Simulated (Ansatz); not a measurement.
Born–Oppenheimer molecular dynamics of AlH6P (8 atoms, charge 0, multiplicity 1). It starts at the highest image of a converged band, a first-order saddle point between two minima.

Level of theory: RKS PBE/def2-SVP in Ansatz 0.2.0.

```json
{
 "ensemble": "NVE (velocity Verlet)",
 "time step": "0.5 fs",
 "steps asked": "200",
 "starting velocities drawn for": "100 K",
 "seed": "4823"
}
```

First frame:

```xyz
8
Properties=species:S:1:pos:R:3
Al 0.047 -0.301 0.021
H -0.058 0.169 1.669
H 1.494 0.046 -0.538
H -1.398 -0.153 -0.628
P 0.127 -2.685 1.191
H -0.650 -2.942 0.008
H 1.398 -2.748 0.522
H -0.012 -0.962 1.642
```

(1) How far do the bonds stretch over the last three quarters of this one trajectory? (Pairs bonded in most of those frames.)

Results:

(1) 
| bond | mean (Å) | spread (Å) | shortest | longest |
| --- | --- | --- | --- | --- |
| Al1–H3 | 1.609 | 0.012 | 1.59 | 1.63 |
| Al1–H4 | 1.610 | 0.033 | 1.56 | 1.66 |
| Al1–P5 | 2.346 | 0.141 | 2.16 | 2.61 |
| H2–H8 | 0.775 | 0.012 | 0.76 | 0.83 |
| P5–H6 | 1.441 | 0.016 | 1.41 | 1.47 |
| P5–H7 | 1.439 | 0.020 | 1.40 | 1.48 |

Mean temperature of the second half: 773 K. The conserved energy stayed within 0.048 meV per atom of its start (net change 0.014 meV per atom), so the integration is sound. The kinetic energy rose, since the run started high on the potential surface and went downhill. It ends in pieces (AlH4P + H2), so much of that is their flight and rotation, not heat. A run of 0.1 ps of so small a system gives no equilibrium averages. The orbitals stay closed-shell, which can raise the energy where a bond breaks towards radicals; this wasn't checked here.

The run took 4 min on 1 thread of Arm Neoverse V2, on a shared host, peak memory 0.1 GiB.
